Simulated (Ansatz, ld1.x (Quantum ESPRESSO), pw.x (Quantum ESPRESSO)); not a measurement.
# What a changed setting does to a pw.x run (bcc Br)

Potential: PAW, ld1.x (Quantum ESPRESSO) 7.5, LDA (PW92); core [Ar] 3d10, reference 4s2 4p5; waves: 4s (bound): rcut 1.20, rcutus 1.50 bohr; 4s channel at 1.45 Ry: rcut 1.20, rcutus 1.50 bohr; 4p (bound): rcut 1.25, rcutus 1.65 bohr; 4p channel at 0.95 Ry: rcut 1.25, rcutus 1.65 bohr; 4d channel at 0.05 Ry: rc 1.95 bohr; local part: the d channel; core correction: Bessel-smoothed model core, default radius (core density twice the valence density); augmentation: PSQ, inside the norm-conserving radii.

The reference run (k-mesh 13³, cutoffs 45/360 Ry, Fermi–Dirac 0.01 Ry, mixing_beta 0.4, conv_thr 1e-9, no spin) gives -0.21 GPa at 23.610 Å³/atom, where all-electron LAPW gives -0.34 GPa. This run, with its own iteration cap, changes nspin = 2 with starting_magnetization to -0.3.

```
&control
  calculation='scf', prefix='x', pseudo_dir='./', outdir='./tmp', tstress=.true., disk_io='none'
/
&system
  ibrav=0, nat=1, ntyp=1, ecutwfc=45, ecutrho=360, nbnd=11,
  occupations='smearing', smearing='fd', degauss=0.01, nspin=2, starting_magnetization(1)=-0.3
/
&electrons
  conv_thr=1e-09, mixing_beta=0.4, electron_maxstep=50
/
ATOMIC_SPECIES
Br 1.0 Br.UPF
CELL_PARAMETERS angstrom
  -1.80722405 1.80722405 1.80722405
  1.80722405 -1.80722405 1.80722405
  1.80722405 1.80722405 -1.80722405
ATOMIC_POSITIONS crystal
Br 0.0000 0.0000 0.0000
K_POINTS automatic
13 13 13 0 0 0
```

```bash
pw.x < Br.scf.in > Br.scf.out
```

Q: How does the run end?

A: It converges in 12 iterations; the free energy moves by +0.0 meV/atom and the pressure by +0.00 GPa. The result is that of the reference run.

```
Message from routine setup:
     using ibrav=0 with symmetry is DISCOURAGED, use correct ibrav instead
     lattice parameter (alat)  =       5.9152  a.u.
     unit-cell volume          =     159.3282 (a.u.)^3
     number of electrons       =         7.00
     number of Kohn-Sham states=           11
     kinetic-energy cutoff     =      45.0000  Ry
     charge density cutoff     =     360.0000  Ry
     scf convergence threshold =      1.0E-09
     Exchange-correlation= SLA  PW   NOGX NOGC
     atomic species   magnetization
     number of k points=    84  Fermi-Dirac smearing, width (Ry)=  0.0100
     iteration #  1     ecut=    45.00 Ry     beta= 0.40
     total energy              =    -197.63358592 Ry
     estimated scf accuracy    <       0.00568249 Ry
     total magnetization       =    -0.91 Bohr mag/cell
     absolute magnetization    =     0.91 Bohr mag/cell
     iteration #  2     ecut=    45.00 Ry     beta= 0.40
     total energy              =    -197.64145598 Ry
     estimated scf accuracy    <       0.00302453 Ry
     total magnetization       =    -0.77 Bohr mag/cell
     absolute magnetization    =     0.77 Bohr mag/cell
     iteration #  3     ecut=    45.00 Ry     beta= 0.40
     total energy              =    -197.63883267 Ry
     estimated scf accuracy    <       0.00020928 Ry
     total magnetization       =    -0.25 Bohr mag/cell
     absolute magnetization    =     0.25 Bohr mag/cell
     [... 6 iterations left out ...]
     iteration # 10     ecut=    45.00 Ry     beta= 0.40
     total energy              =    -197.65079995 Ry
     estimated scf accuracy    <       0.00000003 Ry
     total magnetization       =    -0.00 Bohr mag/cell
     absolute magnetization    =     0.00 Bohr mag/cell
     iteration # 11     ecut=    45.00 Ry     beta= 0.40
     total energy              =    -197.65079996 Ry
     estimated scf accuracy    <       0.00000002 Ry
     total magnetization       =    -0.00 Bohr mag/cell
     absolute magnetization    =     0.00 Bohr mag/cell
     iteration # 12     ecut=    45.00 Ry     beta= 0.40
     the Fermi energy is     5.3448 ev
!    total energy              =    -197.65080005 Ry
     estimated scf accuracy    <          9.6E-10 Ry
     smearing contrib. (-TS)   =      -0.00648192 Ry
     The total energy is F=E-TS. E is the sum of the following terms:
     one-electron contribution =       3.90304688 Ry
     hartree contribution      =       2.19835319 Ry
     xc contribution           =     -35.28808194 Ry
     ewald contribution        =     -26.10749091 Ry
     one-center paw contrib.   =    -142.35014534 Ry
     total magnetization       =    -0.00 Bohr mag/cell
     absolute magnetization    =     0.00 Bohr mag/cell
     convergence has been achieved in  12 iterations
          total   stress  (Ry/bohr**3)                   (kbar)     P=       -2.06
     Message from routine punch:
     Nothing written, as per user request (disk_io='none')
```

The run took about 12 s on one core of a shared host (Intel(R) Xeon(R) 6975P-C, 192 threads, 378 GiB, load 80).
